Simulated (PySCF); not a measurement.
Beryllium: a sound run and one with changed settings

Sound run: Be [He] 2s2, Be⁺ [He] 2s1. Computed with PySCF 2.14 in x2c-SVPall, with the spin-free X2C one-electron Hamiltonian (Gaussian nucleus). In the sound run the correlated levels freeze 1s2. The sound run starts from symmetry-adapted Hartree-Fock orbitals and uses a fine grid where one is needed.

Changed run: basis STO-3G, all-electron and non-relativistic. This setting is unsound on purpose.

```csv
species,method,sound run (hartree),changed run (hartree),converged
Be,UHF,-14.55620,-14.35188,yes
Be,BP86,-14.64410,-14.43611,yes
Be,PBE0,-14.62112,-14.41519,yes
Be,MP2,-14.57823,-14.37567,yes
Be,CCSD(T),-14.60039,-14.40333,yes
Be⁺,UHF,-14.26333,-14.09784,yes
Be⁺,BP86,-14.31065,-14.13816,yes
Be⁺,PBE0,-14.29270,-14.12265,yes
```

Ionisation energy of Be:

```tsv
method	sound run (eV)	changed run (eV)
UHF	7.970	6.913
BP86	9.074	8.107
PBE0	8.937	7.961
MP2	8.569	7.560
SCS-MP2	8.689	7.690
CCSD	9.172	8.313
CCSD(T)	9.172	8.313
CCSDT	9.172	8.313
FCI	9.172	8.313
```

A minimal basis cannot let orbitals breathe on ionisation and holds almost no correlation. The Hamiltonian changed with the basis, so the totals do not compare.

For comparison, NIST gives 9.323 eV between the lowest levels.
